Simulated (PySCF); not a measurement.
# BH4O− (SMILES [BH3-]O): CISD/STO-6G

Aim: the energy change on altering one bond length of BH4O− at CISD/STO-6G, from 2 runs. 

The calculation is run with PySCF 2.14.0.

7 further runs of the same task are left out: 7 set aside as unsound or not needed.

## (1) The molecule

The species is BH4O− (6 atoms), meant as a singlet with charge -1. As SMILES, `[BH3-]O`. Geometry: relaxed at GFN2-xTB.

Bond lengths: B1–O2 1.506 Å, B1–H3 1.247 Å, B1–H4 1.218 Å, B1–H5 1.247 Å, O2–H6 0.957 Å. Angles: B1–O2–H6 105.4°, O2–B1–H3 110.8°, O2–B1–H4 108.0°, O2–B1–H5 110.8°, H3–B1–H4 109.7°, H3–B1–H5 107.7°, H4–B1–H5 109.8°.

## (2) The energy at CISD/STO-6G

run.py reads:

```python
from pyscf import gto, ci

mol = gto.Mole()
mol.atom = '''
B       -0.074670      -0.173680      -0.316420
O       -0.013550       1.016190       0.603980
H        1.062740      -0.650510      -0.499740
H       -0.542300       0.195170      -1.379270
H       -0.789000      -1.072510       0.169030
H        0.356770       0.685330       1.422430
'''
mol.charge = -1
mol.max_memory = 1860
mol.basis = 'sto-6g'
mol.verbose = 3
mol.build()

mf = mol.RHF()
mf.conv_tol = 1e-10
mf.kernel()
if not mf.converged:
    mf = mf.newton().run(mf.mo_coeff, mf.mo_occ)

cisd = ci.CISD(mf, frozen=2)
cisd.kernel()
e_tot = cisd.e_tot
print('Final energy', e_tot)
```

Launch:

```console
$ OMP_NUM_THREADS=1 python run.py
```

What it wrote:

```text
converged SCF energy = -101.390066211639
E(RCISD) = -101.4895104330808  E_corr = -0.09944422144184475
Final energy -101.48951043308075
```

It took 0.86 s on 1 thread of Arm Neoverse V1, shared host; peak memory 0.12 GiB.

## (3) The distorted shape, same level

run.py reads:

```python
from pyscf import gto, scf, ci

molecule = gto.Mole()
molecule.atom = '''
B   -0.643376   0.064735  -0.224760
O   -0.582256   1.254605   0.695640
H    1.062740  -0.650510  -0.499740
H   -1.111006   0.433585  -1.287610
H   -1.357706  -0.834095   0.260690
H   -0.211936   0.923745   1.514090
'''
molecule.basis = 'sto-6g'
molecule.verbose = 3
molecule.spin = 0
molecule.charge = -1
molecule.max_memory = 1860
molecule.build()

myscf = scf.RHF(molecule)
myscf.conv_tol = 1e-10
myscf.kernel()
if not myscf.converged:
    myscf = myscf.newton().run(myscf.mo_coeff, myscf.mo_occ)

cisd = ci.CISD(myscf, frozen=2)
cisd.kernel()
etot = cisd.e_tot
print('Final energy', etot)
```

Launch:

```console
$ OMP_NUM_THREADS=1 python run.py
```

What it wrote:

```text
converged SCF energy = -101.281956702759
E(RCISD) = -101.4011897699392  E_corr = -0.1192330671799087
Final energy -101.4011897699392
```

It took 0.74 s on 1 thread of Arm Neoverse V1, shared host; peak memory 0.1 GiB.

## (4) What came out

At CISD/STO-6G, 2 core orbitals frozen:

| quantity | value |
| --- | --- |
| first shape: total energy | -101.48951 Eh |
| first shape: HOMO energy (Hartree–Fock orbitals) | -0.55 eV |
| first shape: LUMO energy (Hartree–Fock orbitals) | 24.64 eV |
| first shape: HOMO–LUMO gap (to an unbound level, set by the basis) | 25.19 eV |
| first shape: correlation energy (2 core orbitals frozen) | -99.4 mEh |
| distorted shape: total energy | -101.40119 Eh |
| distorted shape: HOMO energy (Hartree–Fock orbitals) | 0.66 eV |
| distorted shape: LUMO energy (Hartree–Fock orbitals) | 18.17 eV |
| distorted shape: HOMO–LUMO gap (to an unbound level, set by the basis) | 17.50 eV |
| distorted shape: correlation energy (2 core orbitals frozen) | -119.2 mEh |
| energy change with the B1–H3 bond stretched from 1.247 to 1.870 Å | 2.403 eV |

**Reading.** With the B1–H3 bond stretched from 1.247 to 1.870 Å the energy rises by 2.40 eV (55 kcal/mol). The first shape isn't relaxed at this level, so the change isn't measured from a minimum. The minimal basis adds a large error of its own. Mulliken charges (distorted shape) of the mean-field density run from -0.45 on O2 to +0.15 on B1. The HOMO (distorted shape) lies at positive energy, 0.66 eV: the electron is unbound at this level or held by a compact basis; values depend on the basis.
